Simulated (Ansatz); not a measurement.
Relaxed structures of AlSiH3F, doublet (PBE0-D4/def2-TZVP; forces vanish, vibrations not checked; lower isomers may exist, and structures with a doubtful reference or unclear bonds are left out; Å). Program: Ansatz 0.2.0. Basis: def2-TZVPP. Cores are frozen in the correlated methods; orbitals are unrestricted.

(1) Rank them by CCSD(T) energy, lowest first, and give each one's height above the lowest. Links in brackets join atoms within 1.22 times the sum of their covalent radii (1.1 for two metals). (An estimate is asked for; the value comes from the calculation.)
A.
AlSiH₃F ([F][AlH][SiH2])
```
6
angstrom
F -2.0836 -1.3097 0.1964
Si 0.4233 1.0491 0.0705
Al -0.4628 -1.1451 -0.0766
H 0.3779 -2.4352 -0.4118
H 1.8577 1.3632 -0.1474
H -0.3565 2.2712 0.3853
```
B.
AlSiH₃F ([F][SiH][AlH2])
```
6
angstrom
F -1.9303 -1.3921 0.1559
Si -0.3827 -1.0414 -0.0816
Al 0.4773 1.1516 0.0765
H 0.2987 -2.3285 -0.3792
H 2.0323 1.2630 -0.1955
H -0.4953 2.3474 0.4239
```
C.
a complex of AlSiH₂ ([AlH2][Si]) + HF
```
6
angstrom
F -2.0245 -1.1768 0.3566
Si 0.2369 -1.3886 -0.1867
Al 0.5707 1.0287 0.0398
H -2.2889 -2.0642 0.3048
H 2.0246 1.6403 -0.2145
H -0.6176 2.0189 0.4349
```

No T1 diagnostic of these runs exceeds 0.030. ⟨S²⟩ of the unrestricted Hartree–Fock references: 0.77 to 0.83 (a pure state has 0.75). The unrestricted reference is spin-contaminated, which hurts MP2 most.

## Answers

(1) The calculation gives: A (0.00 kcal/mol), B (19.30 kcal/mol), C (81.89 kcal/mol). Heights count from the lowest.

For scale, one of the runs: CCSD(T)/def2-TZVPP, 157 basis functions, launched by `ansatz run in.yaml --threads 2 --pin off --events-out ev --progress --plain --max-ram 4352MiB`. The run took 100 s on 2 CPU threads of an Intel Xeon (shared host), with 2.4 GiB of host memory at its peak.
